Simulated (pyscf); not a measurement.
A first-order saddle from PySCF, ωB97X-D3(BJ)/def2-SVP:

```xyz
12

C      0.5416     0.2856    -0.4909
Si    -0.2070    -0.8479     0.7998
C     -1.9368    -0.2658     1.2487
H     -0.3186     0.2020    -1.5675
H      1.4945    -0.0199    -0.9460
H      0.5240     1.3648    -0.2792
H     -0.2517    -2.2372     0.2505
H      0.6566    -0.8712     2.0230
H     -1.9107     0.7551     1.6628
H     -2.3962    -0.9263     2.0010
H     -2.5860    -0.2568     0.3586
H     -0.8745     0.1753    -2.3154
```
Charge 0, spin multiplicity 2.

Surface: doublet, charge 0. Lowest wavenumbers (cm⁻¹): 1417i, 97, 168, 195, 280.

Which two sides does it connect, and which bonds change?

H₃C–SiH₂–CH₃ + H• ⇌ •H₂C–SiH₂–CH₃ + H₂, a hydrogen abstraction read from left to right: C–H broken and H–H formed. At ωB97M-D3(BJ)/def2-TZVP it lies +11.3 kcal/mol from the left side and +11.2 kcal/mol from the right (each side as separated species at their lowest minima found). The same reactants have a lower exit, to H₃C–SiH•–CH₃ + H₂ (barrier +4.5 kcal/mol at ωB97M-D3(BJ)/def2-TZVP, against +11.3 kcal/mol here). •H₂C–SiH₂–CH₃ lies 9.5 kcal/mol over its isomer H₃C–SiH•–CH₃ (electronic energy, ωB97M-D3(BJ)/def2-TZVP). This is the saddle that the search found; another between the same sides may lie lower. The angle at the transferred H is 177°.
